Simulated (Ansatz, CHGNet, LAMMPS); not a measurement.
## Ladder of methods for the lattice constant a of hcp Y

Reference value: 3.648 Å (measured, 293 K, not corrected to a static lattice; as tabulated in Wikipedia's data pages).

```
level (code)                    value (Å)  difference (%)
------------------------------  ---------  --------------
Lennard-Jones uff-vdw (LAMMPS)      3.251           -10.9
CHGNet 0.3.0 (CHGNet)               3.598           -1.37
LDA (Ansatz)                        3.541           -2.93
PBE (Ansatz)                        3.656           +0.22
rVV10 (Ansatz)                      3.640           -0.22
r²SCAN-D4 (Ansatz)                  3.672           +0.66
PBE0 (Ansatz)                       3.705           +1.56
```

Leaving aside Lennard-Jones uff-vdw, which can be fitted to such values or carry a doubt: The reference is not for a static lattice or low temperature, so close values are not ranked against it. Off by more than 1.25 % (a bound picked here): CHGNet 0.3.0 (-1.37 %), LDA (-2.93 %), PBE0 (+1.56 %).

The reference has no zero-point or thermal correction, while the calculations are for a static lattice, so the differences are not the levels' errors alone. A static lattice is as a rule a little smaller than the measured one.  Lennard-Jones uff-vdw: the cell moved over 20 % in volume from its start. Lennard-Jones uff-vdw: this is a force field's van der Waals term alone, without bonds or charges. Cutoffs and k meshes differ between the levels. Ansatz's density-functional and Hartree–Fock values are scalar-relativistic unless marked +SOC, with PAW data made under PBE.

Machine-learned potentials (CHGNet 0.3.0) are trained on DFT data, which may include these solids.

Differences are worked out from the printed values.

Ansatz is an electronic-structure program.
